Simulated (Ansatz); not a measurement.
# CH2F (quartet): the correlation ladder, def2-QZVPP

The task here is to estimate one member of a computed series from the others.

Computed with Ansatz 0.2.0, Gaussian basis. Level: def2-QZVPP, core rule «outside noble gas», up to 2 orbitals frozen.

Plan: UHF; ROHF; CCSD(T) on UHF.

2 further runs of the same task are left out: 2 set aside as unsound or not needed.

## The geometry

The geometry is a PBE0/def2-TZVP stationary point (not a proven minimum) of the parent state, kept for this charge and spin.

4 atoms, charge 0, spin multiplicity 4.

Atoms are counted from 1 here; the program's logs count them from 0.

Bond lengths: C1–F2 1.329 Å, C1–H3 1.079 Å, C1–H4 1.079 Å. Angles: F2–C1–H3 116.3°, F2–C1–H4 116.3°, H3–C1–H4 127.5°.

The first run:

The input, in.yaml:

```yaml
crystal:
  periodic: [false, false, false]
  atoms:
    - {symbol: C, position_ang: [0.000000, 0.000000, 0.735382]}
    - {symbol: F, position_ang: [0.000000, 0.000000, -0.593604]}
    - {symbol: H, position_ang: [0.000000, 0.967665, 1.212911]}
    - {symbol: H, position_ang: [0.000000, -0.967666, 1.212911]}
basis:
  gaussian: {orbitals: "def2-QZVPP.json"}
magnetization: {spin_polarized: true, initial_magnetization: 3}
hamiltonian: {xc: hf}
output: {orbitals: {seedname: orbitals}}
```

Run with:

```sh
> ansatz run in.yaml --threads 1 --pin off --events-out ev --progress --plain --max-ram 2393MiB
```

Steps of the session up to this table: UHF; ROHF; CCSD(T) on UHF.

One of the session's tables, all rows but one given; the rest of the session is left out.

It belongs to the step «Misses and costs». 

| method | from UCCSD(T) (kJ/mol) |
| --- | --- |
| ROHF | +1210.4 |
| UMP2 | ? |
| UCCSD | +50.6 |
| UCCSD(T) | 0 |

Estimate the missing values for UMP2.

The run gave: from UCCSD(T) (kJ/mol): +146.3. In the column «from UCCSD(T) (kJ/mol)» it lies between UCCSD (+50.6) and ROHF (+1210.4).

Left out of the table: UHF (another determinant or state than the rows shown).

The program flags UCCSD(T) as in doubt (see the logs), so the zero of the table is itself unsure.

Limits of these values: The report flags that the cluster equations may have other roots. The program flags UCCSD(T) as in doubt, so the zero of the table is itself unsure. Warnings: coupled cluster took another determinant than the lowest.
